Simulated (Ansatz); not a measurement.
in.yaml

```yaml
crystal:
  periodic: [false, false, false]
  atoms:
    - {symbol: N, position_ang: [0.000000, -0.110723, 1.022448]}
    - {symbol: Mg, position_ang: [0.000000, 0.029780, -0.649659]}
    - {symbol: H, position_ang: [0.000000, 0.820539, 1.457262]}
basis:
  gaussian: {orbitals: 6-31G}
magnetization: {spin_polarized: true, initial_magnetization: 0}
correlation: {method: ccsdt, electrons: all}
output: {forces: true}
```

```sh
$ ansatz run in.yaml --threads 1 --pin off --events-out ev --progress --plain --max-ram 2393MiB
```

Log:

```
518 factors; integrals over basis functions are off by at most 2.2e-7 eV
mean field evaluation 1: about -6916.9271 eV, gradient 3.4e1 eV
mean field evaluation 2: about -6916.9509 eV, gradient 3.4e1 eV
mean field evaluation 4: about -6923.3164 eV, gradient 4.4e0 eV
mean field evaluation 8: about -6923.5733 eV, gradient 1.1e-1 eV
mean field evaluation 16: about -6923.7053 eV, gradient 1.0e0 eV
mean field evaluation 32: about -6925.4933 eV, gradient 5.5e-2 eV
mean field evaluation 64: about -6925.2839 eV, gradient 7.9e-2 eV
mean field evaluation 96: about -6925.4893 eV, gradient 3.8e-1 eV
mean field evaluation 128: about -6922.1608 eV, gradient 4.4e0 eV
mean field evaluation 160: about -6925.2844 eV, gradient 1.3e-4 eV
...
cycle  27  -3.42886952 eV  change   -6.0e-6 eV  update   3.0e-6
cycle  28  -3.42887658 eV  change   -7.1e-6 eV  update   2.3e-6
cycle  29  -3.42887706 eV  change   -4.8e-7 eV  update   1.3e-6
cycle  30  -3.42887759 eV  change   -5.3e-7 eV  update   8.4e-7
cycle  31  -3.42887666 eV  change    9.3e-7 eV  update   5.8e-7
cycle  32  -3.42887648 eV  change    1.8e-7 eV  update   3.6e-7
cycle  33  -3.42887633 eV  change    1.5e-7 eV  update   2.4e-7
cycle  34  -3.42887578 eV  change    5.5e-7 eV  update   1.6e-7
cycle  35  -3.42887572 eV  change    5.6e-8 eV  update   1.0e-7
cycle  36  -3.42887562 eV  change    1.0e-7 eV  update   8.1e-8
the calculation of the forces begins
Total energy: -6928.92215319 eV, -254.6331925376 hartree
Atom 0 at     0.000000    -0.110723     1.022448 Å, force    -0.000000    -0.556719     5.503672 eV/Å
Atom 1 at     0.000000     0.029780    -0.649659 Å, force     0.000000     0.136196    -6.424808 eV/Å
Atom 2 at     0.000000     0.820539     1.457262 Å, force     0.000000     0.420523     0.921135 eV/Å
Dipole moment:     0.000000     0.075357    -0.523343 e Å
```

Forces (eV/Å):
```
N    0.000 -0.557  5.504
Mg   0.000  0.136 -6.425
H    0.000  0.421  0.921
```

Ran on 1 thread of Arm Neoverse V2, shared host: 69 s wall, 0.69 GiB peak host memory.
